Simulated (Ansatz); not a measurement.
**BH₃ (singlet): the correlation ladder at distance B1–H2 = 1.882 Å, cc-pVDZ**

One table from this session's results is given with a row withheld; the runs are named, their logs left out.

Computed with Ansatz 0.2.0, Gaussian basis. Level: cc-pVDZ, core rule «outside noble gas», up to 1 orbitals frozen.

Plan: UHF; CCSD(T) on RHF; BCCD(T) on RHF; CISD; CCSDT(Q) on RHF; CCSDTQ on RHF; CASSCF and MRCISD+Q, 2 electrons in 2 orbitals; CASSCF and NEVPT2, 2 electrons in 2 orbitals; CASSCF and MRCISD+Q, 6 electrons in 7 orbitals; CASSCF and NEVPT2, 6 electrons in 7 orbitals; Full CI.

18 further runs of the same task are left out: 4 for a known fault of the program, 10 that didn't finish, 4 set aside as unsound or not needed.

## The system

The geometry derives from a PBE0/def2-TZVP stationary point (not a proven minimum). One bond is set to the value named and the two fragments are kept rigid.

4 atoms, charge 0, spin multiplicity 1.

Atoms are counted from 1 here; the program's logs count them from 0.

Bond lengths: B1–H3 1.193 Å, B1–H4 1.193 Å. Angles: H3–B1–H4 120.0°.

The first run:

Input file in.yaml:

```yaml
crystal:
  periodic: [false, false, false]
  atoms:
    - {symbol: B, position_ang: [-0.050160, -0.000612, 0.000011]}
    - {symbol: H, position_ang: [1.831700, 0.022342, -0.000396]}
    - {symbol: H, position_ang: [-0.659454, 1.025601, -0.002826]}
    - {symbol: H, position_ang: [-0.634241, -1.041380, 0.003106]}
basis:
  gaussian: {orbitals: cc-pVDZ}
magnetization: {spin_polarized: true, initial_magnetization: 0}
hamiltonian: {xc: hf}
output: {orbitals: {seedname: orbitals}}
```

Run with:

```console
> ansatz run in.yaml --threads 1 --pin off --events-out ev --progress --plain --max-ram 2393MiB
```

Among the steps run: UHF; CCSD(T) on RHF; BCCD(T) on RHF; CISD; CCSDT(Q) on RHF; CCSDTQ on RHF; CASSCF and MRCISD+Q, 2 electrons in 2 orbitals; CASSCF and NEVPT2, 2 electrons in 2 orbitals; CASSCF and MRCISD+Q, 6 electrons in 7 orbitals; CASSCF and NEVPT2, 6 electrons in 7 orbitals; Full CI.

One of the session's tables, all rows but one given; the rest of the session is left out.

It belongs to the step «Misses and costs». 

```
          method  from FCI (kJ/mol)
             RHF                  ?
            RMP2              +85.7
            CISD              +22.4
           RCCSD               +8.4
        RCCSD(T)               +1.9
         BCCD(T)               +1.9
          RCCSDT               +0.2
       RCCSDT(Q)                0.0
         RCCSDTQ                0.0
     CASSCF pair             +252.5
     NEVPT2 pair              +61.2
     MRCISD pair              +10.4
   MRCISD+Q pair               -1.4
  CASSCF valence             +158.8
  NEVPT2 valence              +46.2
  MRCISD valence               +4.9
MRCISD+Q valence               +0.3
             FCI                  0
```

**Question.** Estimate the row for RHF.

**Answer.** from FCI (kJ/mol): +337.2. In the column «from FCI (kJ/mol)» it is the highest.

Limits of these values: MRCISD+Q pair falls below full CI: the +Q correction isn't variational, and the cores differ from full CI's.
